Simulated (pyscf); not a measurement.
Thermochemistry of product channels of `[O]=[Ga][OH]` + `[CH2]=[CH2]` on the singlet surface, in kcal/mol, from ωB97M-D3(BJ)/def2-TZVP energies (ideal gas, 1 atm, RRHO with modes under 100 cm⁻¹ raised to 100, one conformer, R ln 2 for chiral ones without a mode under 150 cm⁻¹). Structures and frequencies: ωB97X-D3(BJ)/def2-SVP in PySCF.

```
products                       ΔE  ΔH(298 K)  ΔG(298 K)  ΔG(1200 K)
--------------------------  -----  ---------  ---------  ----------
`[CH2]=[CH][Ga]([OH])[OH]`  -54.0      -52.6      -42.8       -16.6
`[CH3][CH2][O][Ga]=[O]`       ___      -13.0       -2.3       +29.8
```

Q: Complete the blanks.

A: 
- `[CH3][CH2][O][Ga]=[O]`, ΔE: -16.2

The channel to H₃C–CH₂–O–Ga=O turns unfavourable between 298 and 1200 K (ΔG from -2.3 kcal/mol to +29.8 kcal/mol).

These are energies of the channels, which say nothing of barriers. Elements up to Kr have no core potential and no relativistic terms here.
